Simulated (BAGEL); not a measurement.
# HS− (hydrosulfide) at B3LYP/aug-cc-pVTZ (density fitting with qzvpp-jkfit)

Aim: the energy change on altering one bond length of HS− (hydrosulfide) at B3LYP/aug-cc-pVTZ (density fitting with qzvpp-jkfit), from 2 runs. 

Program for the calculation: BAGEL 1.2.2.

1 further run of the same task is left out (set aside as unsound or not needed). Runs told in other sessions of the task aren't counted.

### Step 1. The system as given

HS− has 2 atoms, charge -1, and is taken as a singlet. As SMILES, `[SH-]`. The coordinates come from a PBE0-D4/def2-TZVPD relaxation.

Bond lengths: S1–H2 1.346 Å.

### Step 2. The energy at B3LYP/aug-cc-pVTZ (density fitting with qzvpp-jkfit)

calc.json

```json
{ "bagel": [

{
  "title": "molecule",
  "basis": "aug-cc-pvtz.json",
  "df_basis": "qzvpp-jkfit",
  "angstrom": true,
  "geometry": [
    { "atom": "S", "xyz": [    0.574700,   -0.187900,    0.295500 ] },
    { "atom": "H", "xyz": [   -0.574700,    0.187900,   -0.295500 ] }
  ]
},
{ "title": "ks", "xc_func": "b3lyp", "charge": -1 },
{ "title": "print", "file": "orbitals.molden", "orbitals": true }

]}
```

The basis set aug-cc-pVTZ is read from a file made from the Basis Set Exchange's data (not shown).

Launch:

```bash
BAGEL_NUM_THREADS=1 BAGEL calc.json > calc.out
```

What it wrote:

```text
* using 1 threads per process

  ===============================================================
  ===============================================================

  *** Geometry ***

  { "atom" : "S", "xyz" : [      1.086026,     -0.355080,      0.558414 ] },
  { "atom" : "H", "xyz" : [     -1.086026,      0.355080,     -0.558414 ] },

  Number of auxiliary basis functions:      146

  Since a DF basis is specified, we compute 2- and 3-index integrals:
    o Being stored without compression. Storage requirement is 0.006 GB

  Number of basis functions:       73
  Number of electrons      :       17

    * METHOD: MOLECULE                             0.02

  *** Kohn-Sham DFT ***

    * Removing 1433 points whose weight is below 1.00e-10
    * Grid points: 28379

  === Nuclear Repulsion ===
     6.2905225436

       - DIIS with orbital gradients will be used.

  === KS iteration (b3lyp / aug-cc-pvtz.json) ===
      0       -381.92090289          0.07625626           0.05
      1       -390.57244637          0.17504939           0.04
      2       -394.65850392          0.08564681           0.04
      3       -397.87065138          0.06083384           0.04
      4       -398.82074295          0.01227985           0.04
      5       -398.85522146          0.00836107           0.04
      6       -398.86594182          0.00265016           0.04
      7       -398.86722511          0.00114670           0.04
      8       -398.86754643          0.00004079           0.04
      9       -398.86754686          0.00000232           0.04
     10       -398.86754686          0.00000063           0.04
     11       -398.86754686          0.00000029           0.04
     12       -398.86754686          0.00000004           0.04
     13       -398.86754686          0.00000002           0.04
     14       -398.86754686          0.00000001           0.04
    * SCF iteration converged.

    * Permanent dipole moment:
           (    0.180950,    -0.059170,     0.093041) a.u.

    * METHOD: KS                                   0.68

    * METHOD: PRINT                                0.01

  ===============================================================
```

Wall time 0.84 s (1 thread of Intel Xeon 6975P-C (Granite Rapids), shared host).

### Step 3. The distorted shape

input.json

```json
{ "bagel": [

{
  "title": "molecule",
  "basis": "aug-cc-pvtz.json",
  "df_basis": "qzvpp-jkfit",
  "angstrom": "true",
  "geometry": [
    { "atom": "S", "xyz": [       0.919557,      -0.300652,       0.472819 ] },
    { "atom": "H", "xyz": [      -0.574700,       0.187900,      -0.295500 ] }
  ]
},

{
  "title": "ks",
  "xc_func": "b3lyp",
  "charge": -1
},

{
  "title": "print",
  "file": "orbitals.molden",
  "orbitals": "true"
}

]}
```

The basis set aug-cc-pVTZ is read from a file made from the Basis Set Exchange's data (not shown).

Launch:

```bash
BAGEL_NUM_THREADS=1 BAGEL input.json > input.out
```

What it wrote:

```text
* using 1 threads per process

  ===============================================================
  ===============================================================

  *** Geometry ***

  { "atom" : "S", "xyz" : [      1.737711,     -0.568150,      0.893498 ] },
  { "atom" : "H", "xyz" : [     -1.086026,      0.355080,     -0.558414 ] },

  Number of auxiliary basis functions:      146

  Since a DF basis is specified, we compute 2- and 3-index integrals:
    o Being stored without compression. Storage requirement is 0.006 GB

  Number of basis functions:       73
  Number of electrons      :       17

    * METHOD: MOLECULE                             0.02

  *** Kohn-Sham DFT ***

    * Removing 1145 points whose weight is below 1.00e-10
    * Grid points: 28667

  === Nuclear Repulsion ===
     4.8387437828

       - DIIS with orbital gradients will be used.

  === KS iteration (b3lyp / aug-cc-pvtz.json) ===
      0       -382.26463633          0.06405393           0.05
      1       -390.64102542          0.15735778           0.04
      2       -394.29207776          0.07462207           0.04
      3       -396.23554736          0.06627954           0.04
      4       -398.76460198          0.01477136           0.04
      5       -398.81819349          0.00582619           0.04
      6       -398.82116776          0.00631928           0.04
      7       -398.82422635          0.00470117           0.04
      8       -398.82882222          0.00186486           0.04
      9       -398.82969509          0.00013105           0.04
     10       -398.82970117          0.00001039           0.04
     11       -398.82970120          0.00000203           0.04
     12       -398.82970120          0.00000013           0.04
     13       -398.82970120          0.00000008           0.04
     14       -398.82970120          0.00000001           0.04
     15       -398.82970120          0.00000000           0.04
    * SCF iteration converged.

    * Permanent dipole moment:
           (   -0.044758,     0.014635,    -0.023029) a.u.

    * METHOD: KS                                   0.70

    * METHOD: PRINT                                0.01

  ===============================================================
```

Wall time 0.86 s (1 thread of Intel Xeon 6975P-C (Granite Rapids), shared host).

### Step 4. What came out

Level: B3LYP/aug-cc-pVTZ (density fitting with qzvpp-jkfit).

| quantity | value |
| --- | --- |
| first shape: total energy | -398.86755 Eh |
| first shape: HOMO energy | 0.08 eV |
| first shape: LUMO energy | 3.29 eV |
| first shape: HOMO–LUMO gap (to an unbound level, set by the basis) | 3.21 eV |
| distorted shape: total energy | -398.82970 Eh |
| distorted shape: HOMO energy | -0.07 eV |
| distorted shape: LUMO energy | 3.09 eV |
| distorted shape: HOMO–LUMO gap (to an unbound level, set by the basis) | 3.16 eV |
| energy change with the S1–H2 bond stretched from 1.346 to 1.750 Å | 1.030 eV |

In words: With the S1–H2 bond stretched from 1.346 to 1.750 Å the energy rises by 1.03 eV (99 kJ/mol). The first shape isn't relaxed at this level, so the change isn't measured from a minimum. The HOMO (first shape) lies at positive energy, 0.08 eV, from the functional's self-interaction, a short basis or an electron that isn't bound; only total energies against the neutral tell.
